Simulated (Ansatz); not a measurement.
# C4H4O2: the cost of one run

Method: the levels named in each step, in Ansatz 0.2.0.

## Step 1: The starting structure

Bond lengths: C1–C2 1.439 Å, C2–C3 1.203 Å, C3–C4 1.434 Å, C4–O5 1.204 Å, C4–O6 1.343 Å, C1–H7 1.089 Å, C1–H8 1.090 Å, C1–H9 1.090 Å, O6–H10 0.970 Å. Angles: C1–C2–C3 179.4°, C2–C1–H7 110.2°, C2–C1–H8 109.5°, C2–C1–H9 109.6°, H7–C1–H8 109.3°, H7–C1–H9 109.3°, H8–C1–H9 108.8°, C2–C3–C4 177.0°, C3–C4–O5 124.8°, C3–C4–O6 111.9°, O5–C4–O6 123.3°, C4–O6–H10 109.7°.

Structure file:

```xyz
10

C    -2.9409   -0.3291    0.4808
C    -1.5320   -0.1576    0.2445
C    -0.3516   -0.0266    0.0519
C     1.0417    0.1983   -0.2038
O     1.5003    1.2092   -0.6693
O     1.7921   -0.8607    0.1398
H    -3.1287   -1.2901    0.9578
H    -3.4774   -0.2859   -0.4666
H    -3.3038    0.4706    1.1258
H     2.7255   -0.6741   -0.0456
```

## Step 2: A rough first relaxation, PBE-D4/def2-SVP

This run stands in another session on the same molecule. It ended at:

```xyz
10

C    -2.9600   -0.3260    0.4822
C    -1.5337   -0.1797    0.2534
C    -0.3295   -0.0561    0.0600
C     1.0749    0.1819   -0.2014
O     1.5287    1.2101   -0.6739
O     1.8438   -0.8833    0.1435
H    -3.1998   -1.2947    0.9674
H    -3.5202   -0.2746   -0.4749
H    -3.3419    0.4883    1.1330
H     2.7629   -0.6119   -0.0739
```

## Step 3: Relaxation, HF/STO-3G

Contents of input.yaml:

```yaml
crystal:
  periodic: [false, false, false]
  atoms:
    - { symbol: C, position_ang: [-2.9600256, -0.32598974, 0.48221287] }
    - { symbol: C, position_ang: [-1.533652, -0.17974496, 0.25335281] }
    - { symbol: C, position_ang: [-0.32945942, -0.05605948, 0.05996952] }
    - { symbol: C, position_ang: [1.07488424, 0.18188906, -0.20136499] }
    - { symbol: O, position_ang: [1.52865556, 1.21007644, -0.6738719] }
    - { symbol: O, position_ang: [1.84378713, -0.88328834, 0.14354658] }
    - { symbol: H, position_ang: [-3.19980397, -1.29466892, 0.96736181] }
    - { symbol: H, position_ang: [-3.52024999, -0.27457126, -0.47490156] }
    - { symbol: H, position_ang: [-3.34189687, 0.48827811, 1.13303978] }
    - { symbol: H, position_ang: [2.76289092, -0.6119209, -0.07387491] }
basis:
  gaussian: { orbitals: STO-3G }
hamiltonian:
  xc: hf
relax:
  f_tol: 0.002
  max_steps: 150
```

Command:

```
> ansatz run input.yaml --threads 4 --pin off --max-ram 10240MiB --backend cpu --events-out ev --progress --plain --runs-dir out
```

What time and memory should one allow on 4 threads of Arm Neoverse V2, shared host?

About 2.5 s, with a peak of 0.087 GiB.
